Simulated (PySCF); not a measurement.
# N₂, SMILES `N#N` (charge 0, multiplicity 1)

Level of theory: PBE-D3(BJ)/def2-TZVP // PBE0-D4/def2-TZVP run with PySCF.

The HOMO comes out as -10.21 eV, the dipole moment is 0.00 D and the LUMO is -1.77 eV. The HOMO–LUMO gap is 8.44 eV and the S1 excitation (TDA) comes out as 9.38 eV. The S1 oscillator strength is 0.000. The T1 excitation (TDA) is 7.61 eV, the S1–T1 gap (TDA) is 1.77 eV and the vertical ionisation energy (Delta-SCF) is 15.38 eV. The total energy is -109.4520 Ha and the cost is very roughly 9 core-seconds.

Bonded distances (Å): N1–N2 1.089.
